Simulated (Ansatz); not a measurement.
Basis-set extrapolation for `CC(F)CF` (PBE0-D4/def2-TZVP geometry, frozen core, Ansatz 0.2.0). Multiplicity 1, RHF reference.

|  | def2-TZVPP | def2-QZVPP |
| --- | --- | --- |
| HF | -316.104860 | -316.119087 |
| MP2 correlation | -1.013755 | -1.095768 |
| CCSD(T) correlation | -1.082698 | not run |

Energies in hartree. Use E(X) = E(∞) + A·exp(−7.88·√X) for Hartree–Fock and E(X) = E(∞) + B·X^(−2.97) for correlation, with X = 3 and 4, and add CCSD(T) minus MP2 of the smaller set to the MP2 limit.

**Question.** What is the CCSD(T) energy at the basis-set limit?

**Answer.** HF limit: -316.119087 + (-0.014227) × 0.13774 = -316.12105. MP2 limit: -1.095768 + (-0.082013) × 0.74074 = -1.15652. Higher-order term: -1.082698 − (-1.013755) = -0.06894. Total: -317.34651 hartree, 417.3 kJ/mol below CCSD(T)/def2-TZVPP.
